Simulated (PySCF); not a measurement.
# C₄H₇N: field gradients at the nuclei

How much do the quadrupole couplings of C₄H₇N depend on the level of theory? Each job file holds the settings and the coordinates that a driver script hands to the program.

Method: the levels named in each step, in PySCF 2.14.0, density-fitted response routines.

## (1) The structure to begin with

Bond lengths: C1–C2 1.533 Å, C2–C3 1.531 Å, C2–C4 1.446 Å, C4–N5 1.143 Å, C1–H6 1.088 Å, C1–H7 1.088 Å, C1–H8 1.088 Å, C2–H9 1.098 Å, C3–H10 1.088 Å, C3–H11 1.088 Å, C3–H12 1.088 Å. Angles (14 of 19 angles, heavy atoms first): C1–C2–C3 111.6°, C1–C2–C4 109.4°, C3–C2–C4 109.5°, C2–C4–N5 179.4°, C1–C2–H9 109.4°, C3–C2–H9 109.4°, C4–C2–H9 107.4°, C2–C1–H6 110.3°, C2–C1–H7 109.8°, C2–C1–H8 110.8°, C2–C3–H10 110.8°, C2–C3–H11 109.9°, C2–C3–H12 110.3°, H6–C1–H7 108.7°.

As a file:

```xyz
12

C     0.6418   -1.5450   -0.2369
C    -0.1800   -0.2827   -0.5194
C    -1.6304   -0.4400   -0.0557
C     0.4236    0.8445    0.1559
N     0.8996    1.7296    0.7006
H     0.6454   -1.7626    0.8293
H     0.2096   -2.3927   -0.7639
H     1.6708   -1.4177   -0.5659
H    -0.1619   -0.0688   -1.5959
H    -2.1999    0.4646   -0.2573
H    -2.0981   -1.2705   -0.5799
H    -1.6662   -0.6385    1.0136
```

## (2) Geometry, PBE0-D3(BJ)/def2-TZVP

Input file job.txt:

```
{"job": {"xc": "PBE0", "basis": "def2-TZVP", "d3": "d3bj", "grid": 2, "kind": "geom"}, "charge": 0, "multiplicity": 1}
C      0.641780    -1.545010    -0.236850
C     -0.180020    -0.282710    -0.519420
C     -1.630430    -0.440050    -0.055660
C      0.423620     0.844500     0.155890
N      0.899620     1.729580     0.700590
H      0.645450    -1.762640     0.829290
H      0.209590    -2.392720    -0.763880
H      1.670810    -1.417730    -0.565930
H     -0.161890    -0.068780    -1.595880
H     -2.199950     0.464610    -0.257280
H     -2.098140    -1.270480    -0.579860
H     -1.666160    -0.638510     1.013620
```

Output:

```text
step   0  E = -211.20516309  max force = 0.013007
step   1  E = -211.20557351  max force = 0.002685
step   2  E = -211.20559503  max force = 0.000522
step   3  E = -211.20559668  max force = 0.000131
optimisation converged
```

Wall time 33 s (4 threads of Arm Neoverse V1, shared host); peak memory 0.9 GiB.

It ended at:

```xyz
12

C     0.6409   -1.5481   -0.2383
C    -0.1793   -0.2866   -0.5013
C    -1.6325   -0.4398   -0.0560
C     0.4348    0.8634    0.1570
N     0.9165    1.7608    0.6908
H     0.6521   -1.7828    0.8277
H     0.1971   -2.3907   -0.7718
H     1.6719   -1.4289   -0.5729
H    -0.1609   -0.0720   -1.5757
H    -2.2089    0.4627   -0.2618
H    -2.0917   -1.2749   -0.5882
H    -1.6858   -0.6431    1.0152
```

## (3) Field gradients, PBE0/pcJ-2

Input file job.txt:

```
{"job": {"kind": "efgt", "xc": "PBE0", "basis": "pcJ-2"}, "charge": 0, "multiplicity": 1}
C      0.640928    -1.548111    -0.238337
C     -0.179326    -0.286567    -0.501265
C     -1.632467    -0.439836    -0.056008
C      0.434754     0.863418     0.156960
N      0.916534     1.760821     0.690830
H      0.652145    -1.782777     0.827671
H      0.197126    -2.390666    -0.771789
H      1.671927    -1.428920    -0.572923
H     -0.160900    -0.071991    -1.575683
H     -2.208881     0.462654    -0.261845
H     -2.091729    -1.274911    -0.588156
H     -1.685832    -0.643054     1.015174
```

Output:

```text
coarse grid: 9752 points
cycle   1  E = -211.1549290562  dE =  4.109e-01  |g| = 4.770e-01  |ddm| = 2.127e+00
cycle   2  E = -211.0369144292  dE =  1.180e-01  |g| = 8.912e-01  |ddm| = 7.456e-01
cycle   3  E = -211.2035717971  dE = -1.667e-01  |g| = 1.611e-01  |ddm| = 4.967e-01
cycle   4  E = -211.2091867903  dE = -5.615e-03  |g| = 4.202e-02  |ddm| = 9.309e-02
cycle   5  E = -211.2095794067  dE = -3.926e-04  |g| = 8.218e-03  |ddm| = 2.637e-02
cycle   6  E = -211.2095952124  dE = -1.581e-05  |g| = 1.339e-03  |ddm| = 6.068e-03
cycle   7  E = -211.2095955952  dE = -3.828e-07  |g| = 3.710e-04  |ddm| = 1.130e-03
final grid: 139032 points
cycle   8  E = -211.2080771345  dE = -1.598e-04  |g| = 7.440e-03  |ddm| = 4.799e-02
cycle   9  E = -211.2080750868  dE =  2.048e-06  |g| = 7.507e-03  |ddm| = 7.885e-03
cycle  10  E = -211.2080886313  dE = -1.354e-05  |g| = 1.290e-03  |ddm| = 4.415e-03
cycle  11  E = -211.2080887546  dE = -1.233e-07  |g| = 1.100e-03  |ddm| = 1.077e-03
cycle  12  E = -211.2080889957  dE = -2.411e-07  |g| = 1.864e-04  |ddm| = 5.166e-04
cycle  13  E = -211.2080890036  dE = -7.863e-09  |g| = 1.856e-05  |ddm| = 1.136e-04
cycle  14  E = -211.2080890036  dE = -7.134e-11  |g| = 3.762e-06  |ddm| = 1.423e-05
converged SCF energy = -211.2080890036

Field-gradient tensors (au): xx yy zz xy xz yz
  0 C    -0.02024    0.07204   -0.05179   -0.06956    0.01757   -0.02251
  1 C    -0.01904    0.08356   -0.06452    0.07743    0.04373    0.09036
  2 C     0.09484   -0.05247   -0.04236    0.03010   -0.04577   -0.00412
  3 C     0.09666   -0.17525    0.07859   -0.20410   -0.11852   -0.22153
  4 N     0.22466   -0.39810    0.17344   -0.46820   -0.27607   -0.51508
  5 H    -0.14267   -0.11978    0.26245   -0.00520    0.00192   -0.08735
  6 H    -0.06916    0.11087   -0.04171    0.13110    0.08895    0.16020
  7 H     0.23692   -0.13245   -0.10448    0.04322   -0.12506   -0.01719
  8 H    -0.13672   -0.11952    0.25624    0.00295   -0.00461   -0.07430
  9 H    -0.02057    0.14993   -0.12936   -0.18378    0.04062   -0.06970
 10 H    -0.06459    0.10553   -0.04094    0.13547    0.08379    0.16216
 11 H    -0.13487   -0.13077    0.26565    0.00418   -0.01835   -0.07853
```

Run time: 22 s. Hardware: 4 threads of Arm Neoverse V1, shared host; peak memory 1.8 GiB.

## (4) Field gradients, PBE/def2-TZVPP

Edit job.txt of step 3 so:

```diff
@@ -1,2 +1,2 @@
-{"job": {"kind": "efgt", "xc": "PBE0", "basis": "pcJ-2"}, "charge": 0, "multiplicity": 1}
+{"job": {"kind": "efgt", "xc": "PBE", "basis": "def2-TZVPP"}, "charge": 0, "multiplicity": 1}
 C      0.640928    -1.548111    -0.238337
```

Output:

```text
coarse grid: 9752 points
cycle   1  E = -211.1022098537  dE =  3.100e-01  |g| = 5.951e-01  |ddm| = 2.612e+00
cycle   2  E = -210.8561166247  dE =  2.461e-01  |g| = 1.187e+00  |ddm| = 3.062e+00
cycle   3  E = -211.1500690188  dE = -2.940e-01  |g| = 4.255e-01  |ddm| = 2.542e+00
cycle   4  E = -211.1899885340  dE = -3.992e-02  |g| = 6.191e-02  |ddm| = 3.067e-01
cycle   5  E = -211.1907876027  dE = -7.991e-04  |g| = 2.124e-02  |ddm| = 9.038e-02
cycle   6  E = -211.1908971002  dE = -1.095e-04  |g| = 3.732e-03  |ddm| = 3.513e-02
cycle   7  E = -211.1909004376  dE = -3.337e-06  |g| = 9.464e-04  |ddm| = 4.473e-03
final grid: 139032 points
cycle   8  E = -211.1772107603  dE = -9.632e-05  |g| = 1.160e-02  |ddm| = 1.469e-01
cycle   9  E = -211.1771726133  dE =  3.815e-05  |g| = 1.680e-02  |ddm| = 3.082e-02
cycle  10  E = -211.1772402742  dE = -6.766e-05  |g| = 2.827e-03  |ddm| = 1.831e-02
cycle  11  E = -211.1772413958  dE = -1.122e-06  |g| = 1.651e-03  |ddm| = 2.541e-03
cycle  12  E = -211.1772419799  dE = -5.841e-07  |g| = 3.041e-04  |ddm| = 1.907e-03
cycle  13  E = -211.1772420029  dE = -2.300e-08  |g| = 3.943e-05  |ddm| = 5.684e-04
cycle  14  E = -211.1772420033  dE = -3.623e-10  |g| = 9.672e-06  |ddm| = 4.265e-05
converged SCF energy = -211.1772420033

Field-gradient tensors (au): xx yy zz xy xz yz
  0 C    -0.02100    0.07318   -0.05218   -0.06931    0.01749   -0.02193
  1 C    -0.01455    0.07914   -0.06459    0.07059    0.03916    0.08236
  2 C     0.09513   -0.05230   -0.04283    0.03109   -0.04529   -0.00393
  3 C     0.09337   -0.16906    0.07568   -0.19703   -0.11424   -0.21345
  4 N     0.21338   -0.37883    0.16545   -0.44567   -0.26357   -0.49203
  5 H    -0.14503   -0.12184    0.26687   -0.00504    0.00210   -0.08893
  6 H    -0.07054    0.11280   -0.04225    0.13341    0.09016    0.16286
  7 H     0.24117   -0.13511   -0.10606    0.04397   -0.12714   -0.01735
  8 H    -0.13912   -0.12222    0.26134    0.00260   -0.00472   -0.07573
  9 H    -0.02108    0.15247   -0.13139   -0.18719    0.04142   -0.07074
 10 H    -0.06579    0.10733   -0.04155    0.13787    0.08539    0.16462
 11 H    -0.13744   -0.13273    0.27017    0.00428   -0.01880   -0.07979
```

It took 12 s on 4 threads of Arm Neoverse V1, shared host; peak memory 1.8 GiB.

## (5) Field gradients, B3LYP/def2-TZVPP

Edit job.txt of step 4 so:

```diff
@@ -1,2 +1,2 @@
-{"job": {"kind": "efgt", "xc": "PBE", "basis": "def2-TZVPP"}, "charge": 0, "multiplicity": 1}
+{"job": {"kind": "efgt", "xc": "B3LYP", "basis": "def2-TZVPP"}, "charge": 0, "multiplicity": 1}
 C      0.640928    -1.548111    -0.238337
```

Output:

```text
coarse grid: 9752 points
cycle   1  E = -211.4090852791  dE =  3.890e-01  |g| = 5.215e-01  |ddm| = 2.547e+00
cycle   2  E = -211.2509660081  dE =  1.581e-01  |g| = 1.004e+00  |ddm| = 2.043e+00
cycle   3  E = -211.4652716298  dE = -2.143e-01  |g| = 2.092e-01  |ddm| = 1.524e+00
cycle   4  E = -211.4749950213  dE = -9.723e-03  |g| = 4.375e-02  |ddm| = 1.461e-01
cycle   5  E = -211.4754172201  dE = -4.222e-04  |g| = 1.097e-02  |ddm| = 5.552e-02
cycle   6  E = -211.4754463323  dE = -2.911e-05  |g| = 1.535e-03  |ddm| = 1.249e-02
cycle   7  E = -211.4754468579  dE = -5.257e-07  |g| = 4.008e-04  |ddm| = 2.184e-03
final grid: 139032 points
cycle   8  E = -211.4694201527  dE = -6.642e-05  |g| = 5.436e-03  |ddm| = 1.100e-01
cycle   9  E = -211.4694164828  dE =  3.670e-06  |g| = 6.523e-03  |ddm| = 8.600e-03
cycle  10  E = -211.4694265161  dE = -1.003e-05  |g| = 1.644e-03  |ddm| = 4.442e-03
cycle  11  E = -211.4694270270  dE = -5.109e-07  |g| = 5.692e-04  |ddm| = 1.990e-03
cycle  12  E = -211.4694270907  dE = -6.366e-08  |g| = 1.088e-04  |ddm| = 3.889e-04
cycle  13  E = -211.4694270936  dE = -2.876e-09  |g| = 1.878e-05  |ddm| = 1.336e-04
cycle  14  E = -211.4694270936  dE = -7.759e-11  |g| = 3.681e-06  |ddm| = 1.674e-05
converged SCF energy = -211.4694270936

Field-gradient tensors (au): xx yy zz xy xz yz
  0 C    -0.02074    0.07011   -0.04938   -0.06681    0.01702   -0.02179
  1 C    -0.02523    0.08498   -0.05975    0.08264    0.04617    0.09313
  2 C     0.09111   -0.05083   -0.04028    0.03000   -0.04407   -0.00416
  3 C     0.10677   -0.19382    0.08705   -0.22563   -0.13076   -0.24442
  4 N     0.23112   -0.41075    0.17963   -0.48301   -0.28551   -0.53302
  5 H    -0.14254   -0.11972    0.26226   -0.00507    0.00180   -0.08713
  6 H    -0.06905    0.11063   -0.04158    0.13108    0.08882    0.16003
  7 H     0.23675   -0.13245   -0.10430    0.04342   -0.12504   -0.01720
  8 H    -0.13637   -0.11933    0.25570    0.00290   -0.00445   -0.07382
  9 H    -0.02083    0.15002   -0.12919   -0.18365    0.04066   -0.06972
 10 H    -0.06470    0.10552   -0.04082    0.13528    0.08375    0.16197
 11 H    -0.13486   -0.13055    0.26540    0.00417   -0.01813   -0.07846
```

Run time: 10 s. Hardware: 4 threads of Arm Neoverse V1, shared host; peak memory 1.8 GiB.

## (6) Field gradients, CAM-B3LYP/def2-TZVPP

Edit job.txt of step 5 so:

```diff
@@ -1,2 +1,2 @@
-{"job": {"kind": "efgt", "xc": "B3LYP", "basis": "def2-TZVPP"}, "charge": 0, "multiplicity": 1}
+{"job": {"kind": "efgt", "xc": "CAM-B3LYP", "basis": "def2-TZVPP"}, "charge": 0, "multiplicity": 1}
 C      0.640928    -1.548111    -0.238337
```

Output:

```text
coarse grid: 9752 points
cycle   1  E = -211.2899499770  dE =  5.200e-01  |g| = 4.948e-01  |ddm| = 2.516e+00
cycle   2  E = -211.2014698640  dE =  8.848e-02  |g| = 8.518e-01  |ddm| = 1.493e+00
cycle   3  E = -211.3497876355  dE = -1.483e-01  |g| = 6.827e-02  |ddm| = 9.346e-01
cycle   4  E = -211.3506625491  dE = -8.749e-04  |g| = 3.548e-02  |ddm| = 6.941e-02
cycle   5  E = -211.3509503325  dE = -2.878e-04  |g| = 4.121e-03  |ddm| = 3.299e-02
cycle   6  E = -211.3509545793  dE = -4.247e-06  |g| = 1.449e-03  |ddm| = 4.595e-03
final grid: 139032 points
cycle   7  E = -211.3458832078  dE = -4.945e-05  |g| = 4.165e-03  |ddm| = 8.056e-02
cycle   8  E = -211.3458834958  dE = -2.880e-07  |g| = 3.945e-03  |ddm| = 6.270e-03
cycle   9  E = -211.3458869822  dE = -3.486e-06  |g| = 9.245e-04  |ddm| = 2.893e-03
cycle  10  E = -211.3458871209  dE = -1.387e-07  |g| = 4.362e-04  |ddm| = 9.781e-04
cycle  11  E = -211.3458871577  dE = -3.676e-08  |g| = 3.361e-05  |ddm| = 4.063e-04
cycle  12  E = -211.3458871580  dE = -2.847e-10  |g| = 1.063e-05  |ddm| = 6.353e-05
converged SCF energy = -211.3458871580

Field-gradient tensors (au): xx yy zz xy xz yz
  0 C    -0.02047    0.06985   -0.04938   -0.06770    0.01736   -0.02269
  1 C    -0.02614    0.08880   -0.06266    0.08630    0.04851    0.09792
  2 C     0.09165   -0.05159   -0.04007    0.02955   -0.04510   -0.00443
  3 C     0.10961   -0.19969    0.09008   -0.23214   -0.13440   -0.25134
  4 N     0.23624   -0.41758    0.18134   -0.49173   -0.28984   -0.54056
  5 H    -0.14327   -0.12028    0.26354   -0.00514    0.00177   -0.08754
  6 H    -0.06937    0.11119   -0.04182    0.13166    0.08927    0.16076
  7 H     0.23784   -0.13300   -0.10484    0.04360   -0.12563   -0.01733
  8 H    -0.13693   -0.11956    0.25649    0.00308   -0.00448   -0.07411
  9 H    -0.02088    0.15072   -0.12984   -0.18447    0.04081   -0.07008
 10 H    -0.06495    0.10600   -0.04105    0.13592    0.08409    0.16274
 11 H    -0.13546   -0.13123    0.26669    0.00420   -0.01819   -0.07887
```

Run time: 11 s. Hardware: 4 threads of Arm Neoverse V1, shared host; peak memory 1.8 GiB.

## (7) Field gradients, HF/def2-TZVPP

Edit job.txt of step 6 so:

```diff
@@ -1,2 +1,2 @@
-{"job": {"kind": "efgt", "xc": "CAM-B3LYP", "basis": "def2-TZVPP"}, "charge": 0, "multiplicity": 1}
+{"job": {"kind": "efgt", "xc": "HF", "basis": "def2-TZVPP"}, "charge": 0, "multiplicity": 1}
 C      0.640928    -1.548111    -0.238337
```

Output:

```text
final grid: 139032 points
cycle   1  E = -209.9757804857  dE =  8.490e-01  |g| = 5.647e-01  |ddm| = 2.426e+00
cycle   2  E = -210.0278914288  dE = -5.211e-02  |g| = 4.759e-01  |ddm| = 7.006e-01
cycle   3  E = -210.0746290459  dE = -4.674e-02  |g| = 7.358e-02  |ddm| = 3.883e-01
cycle   4  E = -210.0766679020  dE = -2.039e-03  |g| = 1.832e-02  |ddm| = 1.026e-01
cycle   5  E = -210.0767765213  dE = -1.086e-04  |g| = 5.134e-03  |ddm| = 3.573e-02
cycle   6  E = -210.0767886933  dE = -1.217e-05  |g| = 1.983e-03  |ddm| = 1.418e-02
cycle   7  E = -210.0767899749  dE = -1.282e-06  |g| = 4.880e-04  |ddm| = 4.781e-03
cycle   8  E = -210.0767900555  dE = -8.056e-08  |g| = 8.369e-05  |ddm| = 1.120e-03
cycle   9  E = -210.0767900589  dE = -3.379e-09  |g| = 2.485e-05  |ddm| = 1.454e-04
cycle  10  E = -210.0767900594  dE = -5.618e-10  |g| = 1.304e-05  |ddm| = 4.428e-05
converged SCF energy = -210.0767900594

Field-gradient tensors (au): xx yy zz xy xz yz
  0 C    -0.01854    0.05968   -0.04114   -0.05683    0.01514   -0.01922
  1 C    -0.04493    0.08987   -0.04494    0.10053    0.05704    0.10816
  2 C     0.07695   -0.04376   -0.03319    0.02603   -0.03823   -0.00358
  3 C     0.12893   -0.23464    0.10570   -0.27267   -0.15744   -0.29440
  4 N     0.25628   -0.45622    0.19994   -0.53587   -0.31577   -0.58945
  5 H    -0.14699   -0.12333    0.27032   -0.00534    0.00176   -0.08994
  6 H    -0.07102    0.11411   -0.04309    0.13506    0.09162    0.16503
  7 H     0.24386   -0.13623   -0.10763    0.04464   -0.12893   -0.01774
  8 H    -0.14043   -0.12176    0.26219    0.00375   -0.00449   -0.07570
  9 H    -0.02124    0.15454   -0.13330   -0.18910    0.04191   -0.07192
 10 H    -0.06654    0.10883   -0.04229    0.13941    0.08629    0.16708
 11 H    -0.13889   -0.13467    0.27355    0.00431   -0.01875   -0.08104
```

Run time: 2.8 s. Hardware: 4 threads of Arm Neoverse V1, shared host; peak memory 1.8 GiB.

## (8) Comparison

Largest principal value Vzz, in atomic units:

| atom | PBE0/pcJ-2 | PBE/def2-TZVPP | B3LYP/def2-TZVPP | CAM-B3LYP/def2-TZVPP | HF/def2-TZVPP |
| --- | --- | --- | --- | --- | --- |
| C1 | 0.1142 | 0.1144 | 0.1101 | 0.1110 | 0.0939 |
| C2 | 0.1684 | 0.1548 | 0.1752 | 0.1835 | 0.2037 |
| C3 | 0.1141 | 0.1144 | 0.1101 | 0.1110 | 0.0938 |
| C4 | -0.4130 | -0.3982 | -0.4561 | -0.4692 | -0.5504 |
| N5 | -0.9524 | -0.9080 | -0.9840 | -0.9997 | -1.0901 |
| H6 | 0.2815 | 0.2863 | 0.2812 | 0.2826 | 0.2899 |
| H7 | 0.2832 | 0.2879 | 0.2829 | 0.2842 | 0.2917 |
| H8 | 0.2830 | 0.2880 | 0.2829 | 0.2842 | 0.2915 |
| H9 | 0.2705 | 0.2758 | 0.2698 | 0.2706 | 0.2766 |
| H10 | 0.2830 | 0.2880 | 0.2829 | 0.2842 | 0.2915 |
| H11 | 0.2832 | 0.2879 | 0.2829 | 0.2842 | 0.2917 |
| H12 | 0.2815 | 0.2863 | 0.2812 | 0.2826 | 0.2899 |
| CPU time | 26 s | 25 s | 13 s | 14 s | 3.8 s |

Couplings eQVzz/h in MHz (234.9647 × Q in barn × Vzz), with Q = 0.02044 (14N), 0.00285783 (2H):

| nucleus | PBE0/pcJ-2 | PBE/def2-TZVPP | B3LYP/def2-TZVPP | CAM-B3LYP/def2-TZVPP | HF/def2-TZVPP |
| --- | --- | --- | --- | --- | --- |
| 14N (atom 5) | -4.574 | -4.361 | -4.726 | -4.801 | -5.235 |
| 2H (atom 6) | 0.189 | 0.192 | 0.189 | 0.190 | 0.195 |
| 2H (atom 7) | 0.190 | 0.193 | 0.190 | 0.191 | 0.196 |
| 2H (atom 8) | 0.190 | 0.193 | 0.190 | 0.191 | 0.196 |
| 2H (atom 9) | 0.182 | 0.185 | 0.181 | 0.182 | 0.186 |
| 2H (atom 10) | 0.190 | 0.193 | 0.190 | 0.191 | 0.196 |
| 2H (atom 11) | 0.190 | 0.193 | 0.190 | 0.191 | 0.196 |
| 2H (atom 12) | 0.189 | 0.192 | 0.189 | 0.190 | 0.195 |

## (9) Summary of results

| quantity | value |
| --- | --- |
| coupling of 14N (atom 5), PBE0/pcJ-2 | -4.574 MHz |
| coupling of 2H (atom 6), PBE0/pcJ-2 | 0.189 MHz |
| coupling of 2H (atom 7), PBE0/pcJ-2 | 0.190 MHz |
| coupling of 2H (atom 8), PBE0/pcJ-2 | 0.190 MHz |
| coupling of 2H (atom 9), PBE0/pcJ-2 | 0.182 MHz |

**Reading.** The largest coupling, that of 14N, runs from -5.235 (HF/def2-TZVPP) to -4.361 MHz (PBE/def2-TZVPP). The gradients are non-relativistic, at the equilibrium geometry and in principal axes; measured couplings hold vibrational averaging and refer to the inertial axes. The def2 sets are stiff near the nuclei, which limits their accuracy.
